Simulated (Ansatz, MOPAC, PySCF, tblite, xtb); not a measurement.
System: H₂Li, doublet: collinear Li-H-H surface. Scanned: Li-H distance and H-H distance.

Methods: GFN2-xTB, 300 K electronic temperature (tblite); UHF/def2-TZVP (PySCF); B3LYP = unrestricted B3LYP/def2-TZVP run with PySCF; r2SCAN = unrestricted r2SCAN/def2-TZVP run with PySCF; UHF/aug-cc-pVTZ (Ansatz, an electronic-structure program); MP2/aug-cc-pVTZ = MP2 on UHF/aug-cc-pVTZ, frozen core (Ansatz); CCSD/aug-cc-pVTZ = CCSD on UHF/aug-cc-pVTZ, frozen core (Ansatz); CCSD(T)/aug-cc-pVTZ = CCSD(T) on UHF/aug-cc-pVTZ, frozen core run with Ansatz; CCSDT/cc-pVTZ = CCSDT on UHF/cc-pVTZ, frozen core (Ansatz); CCSDT(Q)/cc-pVTZ = CCSDT(Q) on UHF/cc-pVTZ, frozen core run with Ansatz; UKS-PBE/aug-cc-pVTZ = unrestricted PBE/aug-cc-pVTZ in Ansatz; PM6, unrestricted, heats of formation (MOPAC); PM3, unrestricted, heats of formation (MOPAC); GFN1-xTB (xtb); UKS-B3LYP/6-31G* = PySCF with unrestricted B3LYP/6-31G*, spherical d; UMP2/3-21G = PySCF with unrestricted MP2 (frozen core)/3-21G; UKS-B3LYP/3-21G = PySCF with unrestricted B3LYP/3-21G; UHF/3-21G = unrestricted Hartree-Fock/3-21G run with PySCF 2.14.0.

Energies in eV at chosen points (x: Li-H distance (Å); y: H-H distance (Å)), relative to x = 4.64, y = 0.76:

| method | (4.14, 0.96) | (1.64, 0.82) | (1.77, 1.05) | (1.36, 1.42) | (4.64, 2.15) | (1.92, 1.42) | (1.64, 1.27) |
|---|---|---|---|---|---|---|---|
| GFN2-xTB | 0.227 | -0.254 | -0.298 | -0.470 | 2.689 | -0.279 | -0.396 |
| UHF | 0.643 | 0.714 | 1.484 | 2.695 | 3.528 | 2.371 | 2.231 |
| B3LYP | 0.549 | 0.511 | 1.012 | 2.249 | 4.386 | 1.911 | 1.648 |
| r2SCAN | 0.550 | 0.522 | 0.986 | 2.234 | 4.209 | 1.845 | 1.612 |
| UHF/aug-cc-pVTZ | 0.640 | 0.702 | 1.470 | 2.659 | 3.540 | 2.337 | 2.197 |
| MP2/aug-cc-pVTZ | 0.601 | 0.629 | 1.329 | 2.548 | 4.365 | 2.302 | 2.074 |
| CCSD/aug-cc-pVTZ | 0.543 | 0.593 | 1.199 | 2.450 | 4.295 | 2.101 | 1.902 |
| CCSD(T)/aug-cc-pVTZ | 0.542 | 0.588 | 1.187 | 2.433 | 4.293 | 2.080 | 1.880 |
| CCSDT/cc-pVTZ | 0.548 | 0.591 | 1.202 | 2.475 | — | 2.122 | 1.916 |
| CCSDT(Q)/cc-pVTZ | 0.548 | 0.591 | 1.202 | 2.475 | — | 2.122 | 1.916 |
| UKS-PBE/aug-cc-pVTZ | 0.493 | 0.436 | 0.866 | 2.158 | 4.238 | 1.752 | 1.493 |
| PM6 | 0.745 | 0.703 | 1.656 | 3.010 | 5.536 | 3.731 | 2.891 |
| PM3 | 0.832 | -0.424 | 0.694 | 2.192 | 4.777 | 2.355 | 1.767 |
| GFN1-xTB | 0.460 | -0.270 | 0.131 | 0.263 | 4.081 | 0.533 | 0.298 |
| UKS-B3LYP/6-31G* | 0.553 | 0.516 | 1.015 | 2.351 | 4.463 | 1.914 | 1.676 |
| UMP2/3-21G | 0.591 | 0.647 | 1.369 | 2.919 | 3.913 | 2.447 | 2.305 |
| UKS-B3LYP/3-21G | 0.545 | 0.494 | 0.997 | 2.379 | 4.421 | 1.908 | 1.674 |
| UHF/3-21G | 0.652 | 0.680 | 1.453 | 2.821 | 3.444 | 2.333 | 2.245 |

A dash means that the run gave no value there, or that the column was ended at a point which the program doubted or which failed a test of continuity chosen for this set; such a test can also cut sound points.
